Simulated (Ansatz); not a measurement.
Isolated molecules relaxed with PBE0-D4/def2-TZVP in Ansatz; ΔE leaves out vibrations. CCSD(T)/CBS is the MP2 limit (def2-TZVPP, def2-QZVPP) plus CCSD(T) − MP2 in def2-TZVPP, frozen cores. Functionals use def2-TZVPP. One conformer a species, not always the lowest.

Reaction (isomerisation): `NCC(O)=S` → `N=C(O)CS`

`NCC(O)=S`:

```xyz
10

N     0.622    1.262    0.710
C     0.052    0.674   -0.478
C    -0.466   -0.740   -0.367
O     0.264   -1.469    0.473
S    -1.731   -1.340   -1.194
H    -0.071    1.329    1.445
H     1.382    0.696    1.065
H     0.815    0.655   -1.267
H    -0.758    1.296   -0.856
H    -0.107   -2.364    0.468
```

`N=C(O)CS`:

Cartesian coordinates in Å:
```
N -1.531 0.505 -0.175
C -0.632 -0.339 0.068
O -0.922 -1.650 0.159
C 0.840 -0.127 0.307
S 1.429 1.553 0.056
H -1.137 1.443 -0.197
H -1.876 -1.726 0.018
H 1.409 -0.833 -0.300
H 1.060 -0.373 1.349
H 1.360 1.547 -1.285
```

CCSD(T)/CBS gives -0.18 eV.

Another level gave -0.16 eV. Which?
A. MP2/def2-TZVPP
B. ωB97X-V/def2-TZVPP
C. HF/def2-TZVPP
D. PBE/def2-TZVPP

A. MP2/def2-TZVPP -0.16, ωB97X-V -0.22, HF/def2-TZVPP -0.27, PBE -0.12 eV.

Largest T1 diagnostic among the species: 0.016.

From PBE to PBE0 (25 % exact exchange), in def2-TZVPP and without D4, ΔE moves by −0.04 eV. In def2-TZVPP, CCSD(T) changes the Hartree–Fock value by +0.07 eV (the triples alone add +0.03 eV) and MP2 by +0.10 eV.
